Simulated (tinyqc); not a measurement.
Hueckel theory of the pi electrons, for the molecule C1=CN=C1 (SMILES; centres numbered as the heavy atoms are written), step by step. One step of it, computed by the program tinyqc.

Question. Energy, charges, bond orders. E = sum n x; q_r = z_r - P_rr; bond order p = P_rs; free valence = sqrt(3) - sum of p over the bonds of the atom.

x values: 2.146476  0.246155  0.000000  -1.892630

occupations: 2.000000  2.000000  0.000000  0.000000

charge and bond-order matrix P, lower triangle:
```
           1C        2C        3N        4C
1C   1.414648
2C   0.553928  0.475810
3N  -0.463028  0.438171  1.633733
4C   0.553928  0.475810  0.438171  0.475810
```

Centres:

| centre | z_r, pi electrons of the neutral centre | h |
|---|---|---|
| 1C | 1 | 0.000000 |
| 2C | 1 | 0.000000 |
| 3N | 1 | 0.500000 |
| 4C | 1 | 0.000000 |

Bonds:

| i | j | k |
|---|---|---|
| 1 | 2 | 1 |
| 2 | 3 | 1 |
| 3 | 4 | 1.000000 |
| 4 | 1 | 1 |

Give: pi energy = 4 alpha + this times beta; pi charges; Bond orders and lengths from R = 1.517 - 0.180 p; free valence of the carbons; gap between the highest filled and the next level.

Answer.

pi energy = 4 alpha + this times beta = 4.785

pi charges: 1C -0.415, 2C 0.524, 3N -0.634, 4C 0.524

Bond orders and lengths from R = 1.517 - 0.180 p (angstrom, C-C alone):

| bond | p | R |
|---|---|---|
| 1-2 | 0.554 | 1.417 |
| 2-3 | 0.438 | - |
| 3-4 | 0.438 | - |
| 4-1 | 0.554 | 1.417 |

free valence of the carbons: 1C 0.624, 2C 0.740, 4C 0.740

gap between the highest filled and the next level = 0.246 |beta|
